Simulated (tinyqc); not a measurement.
Inside a calculation (part 1 of 2). Method: coupled-perturbed Hartree-Fock on RHF in the sto-3g basis, for BH3, spin multiplicity 1. Computed by tinyqc, a small Python program that keeps every step (integrals from PySCF). Settings: charge = 0, multiplicity = 1, basis = sto-3g, method = RHF, energy threshold = 1e-10, iteration cap = 53, orthogonalisation = canonical, start = atomic densities, DIIS depth = 6. Command: `OMP_NUM_THREADS=1 python tinyqc.py 23088 23089 out.jsonl` (the two numbers bound the seeds that draw the settings). One thread of a shared host (Intel(R) Xeon(R) Processor @ 2.60GHz), about 0.2 s of CPU time with the checks. The early iterations of the SCF are left out here.

## One-electron integrals

Geometry (angstrom):
```
atom          x          y         z
B      0.000000   0.000000  0.010000
H      1.358000   0.000000  0.000000
H     -0.679000   1.176000  0.000000
H     -0.679000  -1.176000  0.000000
```

Basis sto-3g: exponents (1/bohr^2) and contraction coefficients of normalised primitives:
```
element  l (shell)   exponent  coefficient
B            s (1)  48.791113     0.154329
B            s (1)   8.887362     0.535328
B            s (1)   2.405267     0.444635
B            s (2)   2.236956    -0.099967
B            s (2)   0.519821     0.399513
B            s (2)   0.169062     0.700115
B            p (3)   2.236956     0.155916
B            p (3)   0.519821     0.607684
B            p (3)   0.169062     0.391957
H            s (1)   3.425251     0.154329
H            s (1)   0.623914     0.535328
H            s (1)   0.168855     0.444635
```

Overlap, kinetic and nuclear-attraction integrals over the contracted functions; the nuclear repulsion is the sum of Za Zb / Rab.

nuclear repulsion = 6.52005894 hartree

overlap S, order 1B 1s, 1B 2s, 1B 2px, 1B 2py, 1B 2pz, 2H 1s, 3H 1s, 4H 1s:
```
[[1.000000, 0.269328, 0.000000, 0.000000, 0.000000, 0.045456, 0.045462, 0.045462],
 [0.269328, 1.000000, 0.000000, 0.000000, 0.000000, 0.392912, 0.392937, 0.392937],
 [0.000000, 0.000000, 1.000000, 0.000000, 0.000000, 0.427522, -0.213780, -0.213780],
 [0.000000, 0.000000, 0.000000, 1.000000, 0.000000, 0.000000, 0.370257, -0.370257],
 [0.000000, 0.000000, 0.000000, 0.000000, 1.000000, -0.003148, -0.003148, -0.003148],
 [0.045456, 0.392912, 0.427522, 0.000000, -0.003148, 1.000000, 0.065012, 0.065012],
 [0.045462, 0.392937, -0.213780, 0.370257, -0.003148, 0.065012, 1.000000, 0.065023],
 [0.045462, 0.392937, -0.213780, -0.370257, -0.003148, 0.065012, 0.065023, 1.000000]]
```

kinetic energy T (hartree), order 1B 1s, 1B 2s, 1B 2px, 1B 2py, 1B 2pz, 2H 1s, 3H 1s, 4H 1s:
```
[[10.826302, -0.047967, 0.000000, 0.000000, 0.000000, -0.012857, -0.012858, -0.012858],
 [-0.047967, 0.359168, 0.000000, 0.000000, 0.000000, 0.052146, 0.052156, 0.052156],
 [0.000000, 0.000000, 1.123881, 0.000000, 0.000000, 0.153770, -0.076899, -0.076899],
 [0.000000, 0.000000, 0.000000, 1.123881, 0.000000, 0.000000, 0.133185, -0.133185],
 [0.000000, 0.000000, 0.000000, 0.000000, 1.123881, -0.001132, -0.001133, -0.001133],
 [-0.012857, 0.052146, 0.153770, 0.000000, -0.001132, 0.760032, -0.011331, -0.011331],
 [-0.012858, 0.052156, -0.076899, 0.133185, -0.001133, -0.011331, 0.760032, -0.011332],
 [-0.012858, 0.052156, -0.076899, -0.133185, -0.001133, -0.011331, -0.011332, 0.760032]]
```

nuclear attraction V (hartree), order 1B 1s, 1B 2s, 1B 2px, 1B 2py, 1B 2pz, 2H 1s, 3H 1s, 4H 1s:
```
[[-24.316409, -3.454212, 0.000002, 0.000000, 0.000315, -0.584870, -0.584942, -0.584942],
 [-3.454212, -4.919302, 0.000014, 0.000000, 0.002941, -1.624418, -1.624552, -1.624552],
 [0.000002, 0.000014, -4.935512, 0.000000, 0.000000, -1.659600, 0.829892, 0.829892],
 [0.000000, 0.000000, 0.000000, -4.935513, 0.000000, 0.000000, -1.437335, 1.437335],
 [0.000315, 0.002941, 0.000000, 0.000000, -4.794508, 0.012699, 0.012700, 0.012700],
 [-0.584870, -1.624418, -1.659600, 0.000000, 0.012699, -3.610539, -0.257341, -0.257341],
 [-0.584942, -1.624552, 0.829892, -1.437335, 0.012700, -0.257341, -3.610622, -0.257384],
 [-0.584942, -1.624552, 0.829892, 1.437335, 0.012700, -0.257341, -0.257384, -3.610622]]
```

core Hamiltonian H = T + V (hartree), order 1B 1s, 1B 2s, 1B 2px, 1B 2py, 1B 2pz, 2H 1s, 3H 1s, 4H 1s:
```
[[-13.490107, -3.502179, 0.000002, 0.000000, 0.000315, -0.597727, -0.597800, -0.597800],
 [-3.502179, -4.560134, 0.000014, 0.000000, 0.002941, -1.572271, -1.572395, -1.572395],
 [0.000002, 0.000014, -3.811632, 0.000000, 0.000000, -1.505830, 0.752994, 0.752994],
 [0.000000, 0.000000, 0.000000, -3.811632, 0.000000, 0.000000, -1.304149, 1.304149],
 [0.000315, 0.002941, 0.000000, 0.000000, -3.670627, 0.011567, 0.011568, 0.011568],
 [-0.597727, -1.572271, -1.505830, 0.000000, 0.011567, -2.850507, -0.268672, -0.268672],
 [-0.597800, -1.572395, 0.752994, -1.304149, 0.011568, -0.268672, -2.850590, -0.268716],
 [-0.597800, -1.572395, 0.752994, 1.304149, 0.011568, -0.268672, -0.268716, -2.850590]]
```

## Two-electron integrals

Functions are numbered as in S; the eight-fold symmetry (ij|kl) = (ji|kl) = (kl|ij) leaves the list below.

Two-electron integrals (ij|kl) in chemists' order, unique and non-zero (hartree):
```
(11|11) 2.923513    (21|11) 0.518376    (21|21) 0.109262    (22|11) 0.744229
(22|21) 0.193177    (22|22) 0.544804    (31|31) 0.020264    (32|31) 0.029996
(32|32) 0.120346    (33|11) 0.742491    (33|21) 0.193240    (33|22) 0.544682
(33|33) 0.586773    (41|41) 0.020264    (42|41) 0.029996    (42|42) 0.120346
(43|43) 0.031630    (44|11) 0.742491    (44|21) 0.193240    (44|22) 0.544682
(44|33) 0.523513    (44|44) 0.586773    (51|51) 0.020264    (52|51) 0.029996
(52|52) 0.120346    (53|53) 0.031630    (54|54) 0.031630    (55|11) 0.742491
(55|21) 0.193240    (55|22) 0.544682    (55|33) 0.523513    (55|44) 0.523513
(55|55) 0.586773    (61|11) 0.087039    (61|21) 0.018292    (61|22) 0.032484
(61|31) 0.001304    (61|32) 0.002420    (61|33) 0.032810    (61|44) 0.032330
(61|51) -0.000010   (61|52) -0.000018   (61|53) -3.53e-06   (61|55) 0.032330
(61|61) 0.003156    (62|11) 0.221476    (62|21) 0.058448    (62|22) 0.182807
(62|31) 0.006416    (62|32) 0.040019    (62|33) 0.193298    (62|44) 0.177472
(62|51) -0.000047   (62|52) -0.000295   (62|53) -0.000117   (62|55) 0.177473
(62|61) 0.010451    (62|62) 0.086633    (63|11) 0.211918    (63|21) 0.056645
(63|22) 0.186944    (63|31) 0.011013    (63|32) 0.064133    (63|33) 0.206487
(63|44) 0.177071    (63|51) -0.000039   (63|52) -0.000274   (63|53) -0.000162
(63|55) 0.177071    (63|61) 0.010589    (63|62) 0.103548    (63|63) 0.130459
(64|41) 0.005687    (64|42) 0.026984    (64|43) 0.007352    (64|54) -0.000054
(64|64) 0.009210    (65|11) -0.001561   (65|21) -0.000417   (65|22) -0.001377
(65|31) -0.000039   (65|32) -0.000274   (65|33) -0.001412   (65|44) -0.001304
(65|51) 0.005687    (65|52) 0.026986    (65|53) 0.007353    (65|55) -0.001412
(65|61) -0.000078   (65|62) -0.000763   (65|63) -0.000893   (65|65) 0.009217
(66|11) 0.386485    (66|21) 0.103855    (66|22) 0.368312    (66|31) 0.013344
(66|32) 0.111734    (66|33) 0.410896    (66|44) 0.346784    (66|51) -0.000098
(66|52) -0.000823   (66|53) -0.000472   (66|55) 0.346788    (66|61) 0.018873
(66|62) 0.227041    (66|63) 0.294150    (66|65) -0.002166   (66|66) 0.774606
(71|11) 0.087050    (71|21) 0.018294    (71|22) 0.032488    (71|31) -0.000652
(71|32) -0.001210   (71|33) 0.032454    (71|41) 0.001130    (71|42) 0.002096
(71|43) -0.000208   (71|44) 0.032694    (71|51) -0.000010   (71|52) -0.000018
(71|53) 1.77e-06    (71|54) -3.06e-06   (71|55) 0.032334    (71|61) 0.003018
(71|62) 0.009563    (71|63) 0.009073    (71|64) 0.000374    (71|65) -0.000072
(71|66) 0.016916    (71|71) 0.003157    (72|11) 0.221495    (72|21) 0.058453
(72|22) 0.182821    (72|31) -0.003208   (72|32) -0.020012   (72|33) 0.181443
(72|41) 0.005556    (72|42) 0.034659    (72|43) -0.006853   (72|44) 0.189356
(72|51) -0.000047   (72|52) -0.000295   (72|53) 0.000058    (72|54) -0.000101
(72|55) 0.177487    (72|61) 0.009563    (72|62) 0.055816    (72|63) 0.053733
(72|64) 0.006624    (72|65) -0.000480   (72|66) 0.110536    (72|71) 0.010454
(72|72) 0.086645    (73|11) -0.105971   (73|21) -0.028326   (73|22) -0.093482
(73|31) 0.007019    (73|32) 0.036275    (73|33) -0.097737   (73|41) -0.002306
(73|42) -0.016087   (73|43) 0.009553    (73|44) -0.094062   (73|51) 0.000020
(73|52) 0.000137    (73|53) -0.000081   (73|54) 0.000047    (73|55) -0.088545
(73|61) -0.004212   (73|62) -0.021130   (73|63) -0.016033   (73|64) -0.001741
(73|65) 0.000180    (73|66) -0.037616   (73|71) -0.005296   (73|72) -0.051782
(73|73) 0.039530    (74|11) 0.183537    (74|21) 0.049059    (74|22) 0.161906
(74|31) -0.002306   (74|32) -0.016087   (74|33) 0.156541    (74|41) 0.009682
(74|42) 0.054849    (74|43) -0.009194   (74|44) 0.175647    (74|51) -0.000034
(74|52) -0.000237   (74|53) 0.000047    (74|54) -0.000135   (74|55) 0.153356
(74|61) 0.008044    (74|62) 0.049845    (74|63) 0.047926    (74|64) 0.010633
(74|65) -0.000420   (74|66) 0.099439    (74|71) 0.009172    (74|72) 0.089685
(74|73) -0.052510   (74|74) 0.100156    (75|11) -0.001561   (75|21) -0.000417
(75|22) -0.001377   (75|31) 0.000020    (75|32) 0.000137    (75|33) -0.001331
(75|41) -0.000034   (75|42) -0.000237   (75|43) 0.000047    (75|44) -0.001385
(75|51) 0.005688    (75|52) 0.026989    (75|53) -0.003677   (75|54) 0.006368
(75|55) -0.001412   (75|61) -0.000072   (75|62) -0.000480   (75|63) -0.000454
(75|64) -0.000055   (75|65) 0.005346    (75|66) -0.000991   (75|71) -0.000078
(75|72) -0.000763   (75|73) 0.000447    (75|74) -0.000773   (75|75) 0.009218
(76|11) 0.035202    (76|21) 0.009298    (76|22) 0.029501    (76|31) 0.000434
(76|32) 0.002753    (76|33) 0.029763    (76|41) 0.000751    (76|42) 0.004768
(76|43) 0.000283    (76|44) 0.030089    (76|51) -0.000013   (76|52) -0.000081
(76|53) -0.000012   (76|54) -0.000021   (76|55) 0.028622    (76|61) 0.001606
(76|62) 0.011808    (76|63) 0.013116    (76|64) 0.001317    (76|65) -0.000113
(76|66) 0.027785    (76|71) 0.001606    (76|72) 0.011809    (76|73) -0.005418
(76|74) 0.012018    (76|75) -0.000113   (76|76) 0.002073    (77|11) 0.386499
(77|21) 0.103859    (77|22) 0.368323    (77|31) -0.006673   (77|32) -0.055871
(77|33) 0.362824    (77|41) 0.011557    (77|42) 0.096767    (77|43) -0.027763
(77|44) 0.394879    (77|51) -0.000098   (77|52) -0.000823   (77|53) 0.000236
(77|54) -0.000409   (77|55) 0.346798    (77|61) 0.016915    (77|62) 0.110530
(77|63) 0.104921    (77|64) 0.017145    (77|65) -0.000991   (77|66) 0.224786
(77|71) 0.018876    (77|72) 0.227058    (77|73) -0.147090   (77|74) 0.254755
(77|75) -0.002166   (77|76) 0.027785    (77|77) 0.774606    (81|11) 0.087050
(81|21) 0.018294    (81|22) 0.032488    (81|31) -0.000652   (81|32) -0.001210
(81|33) 0.032454    (81|41) -0.001130   (81|42) -0.002096   (81|43) 0.000208
(81|44) 0.032694    (81|51) -0.000010   (81|52) -0.000018   (81|53) 1.77e-06
(81|54) 3.06e-06    (81|55) 0.032334    (81|61) 0.003018    (81|62) 0.009563
(81|63) 0.009073    (81|64) -0.000374   (81|65) -0.000072   (81|66) 0.016916
(81|71) 0.003019    (81|72) 0.009564    (81|73) -0.004861   (81|74) 0.007670
(81|75) -0.000072   (81|76) 0.001494    (81|77) 0.016917    (81|81) 0.003157
(82|11) 0.221495    (82|21) 0.058453    (82|22) 0.182821    (82|31) -0.003208
(82|32) -0.020012   (82|33) 0.181443    (82|41) -0.005556   (82|42) -0.034659
(82|43) 0.006853    (82|44) 0.189356    (82|51) -0.000047   (82|52) -0.000295
(82|53) 0.000058    (82|54) 0.000101    (82|55) 0.177487    (82|61) 0.009563
(82|62) 0.055816    (82|63) 0.053733    (82|64) -0.006624   (82|65) -0.000480
(82|66) 0.110536    (82|71) 0.009564    (82|72) 0.055821    (82|73) -0.032607
(82|74) 0.043224    (82|75) -0.000480   (82|76) 0.008424    (82|77) 0.110540
(82|81) 0.010454    (82|82) 0.086645    (83|11) -0.105971   (83|21) -0.028326
(83|22) -0.093482   (83|31) 0.007019    (83|32) 0.036275    (83|33) -0.097737
(83|41) 0.002306    (83|42) 0.016087    (83|43) -0.009553   (83|44) -0.094062
(83|51) 0.000020    (83|52) 0.000137    (83|53) -0.000081   (83|54) -0.000047
(83|55) -0.088545   (83|61) -0.004212   (83|62) -0.021130   (83|63) -0.016033
(83|64) 0.001741    (83|65) 0.000180    (83|66) -0.037616   (83|71) -0.004861
(83|72) -0.032607   (83|73) 0.023969    (83|74) -0.024836   (83|75) 0.000274
(83|76) -0.003907   (83|77) -0.067317   (83|81) -0.005296   (83|82) -0.051782
(83|83) 0.039530    (84|11) -0.183537   (84|21) -0.049059   (84|22) -0.161906
(84|31) 0.002306    (84|32) 0.016087    (84|33) -0.156541   (84|41) 0.009682
(84|42) 0.054849    (84|43) -0.009194   (84|44) -0.175647   (84|51) 0.000034
(84|52) 0.000237    (84|53) -0.000047   (84|54) -0.000135   (84|55) -0.153356
(84|61) -0.008044   (84|62) -0.049845   (84|63) -0.047926   (84|64) 0.010633
(84|65) 0.000420    (84|66) -0.099439   (84|71) -0.007670   (84|72) -0.043224
(84|73) 0.024836    (84|74) -0.029365   (84|75) 0.000366    (84|76) -0.006767
(84|77) -0.082296   (84|81) -0.009172   (84|82) -0.089685   (84|83) 0.052510
(84|84) 0.100156    (85|11) -0.001561   (85|21) -0.000417   (85|22) -0.001377
(85|31) 0.000020    (85|32) 0.000137    (85|33) -0.001331   (85|41) 0.000034
(85|42) 0.000237    (85|43) -0.000047   (85|44) -0.001385   (85|51) 0.005688
(85|52) 0.026989    (85|53) -0.003677   (85|54) -0.006368   (85|55) -0.001412
(85|61) -0.000072   (85|62) -0.000480   (85|63) -0.000454   (85|64) 0.000055
(85|65) 0.005346    (85|66) -0.000991   (85|71) -0.000072   (85|72) -0.000480
(85|73) 0.000274    (85|74) -0.000366   (85|75) 0.005347    (85|76) -0.000079
(85|77) -0.000991   (85|81) -0.000078   (85|82) -0.000763   (85|83) 0.000447
(85|84) 0.000773    (85|85) 0.009218    (86|11) 0.035202    (86|21) 0.009298
(86|22) 0.029501    (86|31) 0.000434    (86|32) 0.002753    (86|33) 0.029763
(86|41) -0.000751   (86|42) -0.004768   (86|43) -0.000283   (86|44) 0.030089
(86|51) -0.000013   (86|52) -0.000081   (86|53) -0.000012   (86|54) 0.000021
(86|55) 0.028622    (86|61) 0.001606    (86|62) 0.011808    (86|63) 0.013116
(86|64) -0.001317   (86|65) -0.000113   (86|66) 0.027785    (86|71) 0.001494
(86|72) 0.008424    (86|73) -0.003907   (86|74) 0.006767    (86|75) -0.000079
(86|76) 0.001565    (86|77) 0.016405    (86|81) 0.001606    (86|82) 0.011809
(86|83) -0.005418   (86|84) -0.012018   (86|85) -0.000113   (86|86) 0.002073
(87|11) 0.035208    (87|21) 0.009299    (87|22) 0.029506    (87|31) -0.000867
(87|32) -0.005507   (87|33) 0.030257    (87|44) 0.029604    (87|51) -0.000013
(87|52) -0.000081   (87|53) 0.000024    (87|55) 0.028627    (87|61) 0.001494
(87|62) 0.008425    (87|63) 0.007814    (87|65) -0.000079   (87|66) 0.016407
(87|71) 0.001606    (87|72) 0.011811    (87|73) -0.007701   (87|74) 0.010702
(87|75) -0.000113   (87|76) 0.001565    (87|77) 0.027791    (87|81) 0.001606
(87|82) 0.011811    (87|83) -0.007701   (87|84) -0.010702   (87|85) -0.000113
(87|86) 0.001565    (87|87) 0.002073    (88|11) 0.386499    (88|21) 0.103859
(88|22) 0.368323    (88|31) -0.006673   (88|32) -0.055871   (88|33) 0.362824
(88|41) -0.011557   (88|42) -0.096767   (88|43) 0.027763    (88|44) 0.394879
(88|51) -0.000098   (88|52) -0.000823   (88|53) 0.000236    (88|54) 0.000409
(88|55) 0.346798    (88|61) 0.016915    (88|62) 0.110530    (88|63) 0.104921
(88|64) -0.017145   (88|65) -0.000991   (88|66) 0.224786    (88|71) 0.016917
(88|72) 0.110540    (88|73) -0.067317   (88|74) 0.082296    (88|75) -0.000991
(88|76) 0.016405    (88|77) 0.224795    (88|81) 0.018876    (88|82) 0.227058
(88|83) -0.147090   (88|84) -0.254755   (88|85) -0.002166   (88|86) 0.027785
(88|87) 0.027791    (88|88) 0.774606
```

## Orthogonalisation

S = U s U^T; canonical form X = U s^(-1/2), so that X^T S X = 1. Each column of U has its largest component positive (the first on a tie).

eigenvalues of S: [0.346380, 0.442857, 0.442868, 0.963626, 1.000111, 1.492120, 1.492124, 1.819914]

X, order 1B 1s, 1B 2s, 1B 2px, 1B 2py, 1B 2pz, 2H 1s, 3H 1s, 4H 1s:
```
[[-0.394347, 0.000000, -0.000082, 0.945975, 0.051197, 0.000000, 0.000023, 0.211222],
 [1.267197, 0.000000, 0.000200, -0.018603, 0.005944, 0.000000, 0.000040, 0.493607],
 [-0.000212, 0.000000, 1.029105, 0.000003, 0.000000, 0.000000, 0.596535, -0.000038],
 [0.000000, 1.029109, 0.000000, 0.000000, 0.000000, 0.596540, 0.000000, 0.000000],
 [-0.008851, 0.000000, -0.000001, -0.055974, 0.998410, 0.000000, 0.000000, -0.003399],
 [-0.612362, 0.000000, -0.894132, -0.215574, -0.011698, 0.000000, 0.457793, 0.295041],
 [-0.612632, -0.774273, 0.446924, -0.215555, -0.011697, 0.396439, -0.228864, 0.295088],
 [-0.612632, 0.774273, 0.446924, -0.215555, -0.011697, -0.396439, -0.228864, 0.295088]]
```

Within a degenerate level the vectors are fixed only up to a rotation; this is one choice.

## Iteration 7 (converged): orbitals

converged F (hartree), order 1B 1s, 1B 2s, 1B 2px, 1B 2py, 1B 2pz, 2H 1s, 3H 1s, 4H 1s:
```
[[-7.425128, -2.176262, 0.000000, 0.000000, -0.000182, -0.377825, -0.377870, -0.377870],
 [-2.176262, -1.049904, 0.000011, 0.000000, 0.001652, -0.461704, -0.461734, -0.461734],
 [0.000000, 0.000011, -0.119722, 0.000000, 0.000000, -0.362717, 0.181371, 0.181371],
 [0.000000, 0.000000, 0.000000, -0.119729, 0.000000, 0.000000, -0.314129, 0.314129],
 [-0.000182, 0.001652, 0.000000, 0.000000, 0.243834, 0.001891, 0.001891, 0.001891],
 [-0.377825, -0.461704, -0.362717, 0.000000, 0.001891, -0.308670, -0.089735, -0.089735],
 [-0.377870, -0.461734, 0.181371, -0.314129, 0.001891, -0.089735, -0.308695, -0.089749],
 [-0.377870, -0.461734, 0.181371, 0.314129, 0.001891, -0.089735, -0.089749, -0.308695]]
```

Diagonalise F' = X^T F X, C = X C', fill 4 alpha and 4 beta electrons from the bottom; D = 2 C_occ C_occ^T. Each column has its largest component positive (the first on a tie).

F' = X^T F X (hartree):
```
[[0.387711, 0.000000, -0.000079, 0.899811, 0.047853, 0.000000, 0.000006, 0.247011],
 [0.000000, 0.611891, 0.000000, 0.000000, 0.000000, 0.094777, 0.000000, 0.000000],
 [-0.000079, 0.000000, 0.611883, 0.000244, 0.000013, 0.000000, 0.094774, 0.000072],
 [0.899811, 0.000000, 0.000244, -6.184208, -0.361871, 0.000000, -0.000222, -2.498355],
 [0.047853, 0.000000, 0.000013, -0.361871, 0.223453, 0.000000, -0.000013, -0.143187],
 [0.000000, 0.094777, 0.000000, 0.000000, 0.000000, -0.408584, 0.000000, 0.000000],
 [0.000006, 0.000000, 0.094774, -0.000222, -0.000013, 0.000000, -0.408581, -0.000102],
 [0.247011, 0.000000, 0.000072, -2.498355, -0.143187, 0.000000, -0.000102, -1.713197]]
```

orbital energies (hartree): [-7.430374, -0.614306, -0.417311, -0.417308, 0.243809, 0.514631, 0.620610, 0.620619]

coefficients C, order 1B 1s, 1B 2s, 1B 2px, 1B 2py, 1B 2pz, 2H 1s, 3H 1s, 4H 1s:
```
[[0.991377, -0.224402, 0.000000, -0.000010, -0.003870, -0.253798, 0.000066, 0.000000],
 [0.033386, 0.615423, 0.000000, 0.000037, 0.016644, 1.212304, -0.000340, 0.000000],
 [0.000000, -0.000021, 0.000000, 0.499655, 0.000000, 0.000251, 1.079470, 0.000000],
 [0.000000, 0.000000, 0.499657, 0.000000, 0.000000, 0.000000, 0.000000, 1.079476],
 [-0.000029, -0.001191, 0.000000, 0.000000, 0.999860, -0.018004, 0.000004, 0.000000],
 [-0.005353, 0.277044, 0.000000, 0.537838, -0.006699, -0.657496, -0.848112, 0.000000],
 [-0.005353, 0.277077, 0.465769, -0.268897, -0.006698, -0.657198, 0.424329, -0.734658],
 [-0.005353, 0.277077, -0.465769, -0.268897, -0.006698, -0.657198, 0.424329, 0.734658]]
```

D after iteration 7, order 1B 1s, 1B 2s, 1B 2px, 1B 2py, 1B 2pz, 2H 1s, 3H 1s, 4H 1s:
```
[[2.066369, -0.210008, -0.000001, 0.000000, 0.000478, -0.134962, -0.134962, -0.134962],
 [-0.210008, 0.759721, 0.000011, 0.000000, -0.001468, 0.340681, 0.340662, 0.340662],
 [-0.000001, 0.000011, 0.499311, 0.000000, 0.000000, 0.537455, -0.268724, -0.268724],
 [0.000000, 0.000000, 0.000000, 0.499315, 0.000000, 0.000000, 0.465450, -0.465450],
 [0.000478, -0.001468, 0.000000, 0.000000, 0.000003, -0.000659, -0.000660, -0.000660],
 [-0.134962, 0.340681, 0.537455, 0.000000, -0.000659, 0.732103, -0.135664, -0.135664],
 [-0.134962, 0.340662, -0.268724, 0.465450, -0.000660, -0.135664, 0.732094, -0.135670],
 [-0.134962, 0.340662, -0.268724, -0.465450, -0.000660, -0.135664, -0.135670, 0.732094]]
```

Within a degenerate level the vectors are fixed only up to a rotation; this is one choice.
